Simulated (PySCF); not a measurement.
# Relaxation of doublet PN₂

Method: UPBE0 in PySCF with P def2-TZVP, N def2-TZVP; no relativity; density-fitted integrals. A (50,194) grid was used.

A hand-made linear start, of D∞h symmetry, held to at least that symmetry:

Coordinates in bohr (charge 0 multiplicity 2):
```
P     0.0000    0.0000    0.0000
N     0.0000    0.0000    3.0614
N     0.0000    0.0000   -3.0614
```

Optimiser trace:
```
step  E − E(last) (kJ/mol)  largest gradient (Eh/bohr)
   0                 35.43                     0.07172
   1                  2.57                     0.02422
   2                  0.21                     0.00653
   3                  0.00                     0.00043
   4                  0.00                     0.00001
```

It ends at D∞h with P–N 1.529 Å (×2); N–P–N 180.0°. A frequency run shows a minimum. Other isomers or separated fragments may lie lower.

The relaxation took 4.8 s on 4 threads of a shared Arm Neoverse V1 host, with 99 basis functions and 5 gradients; the process peaked at 0.52 GiB.
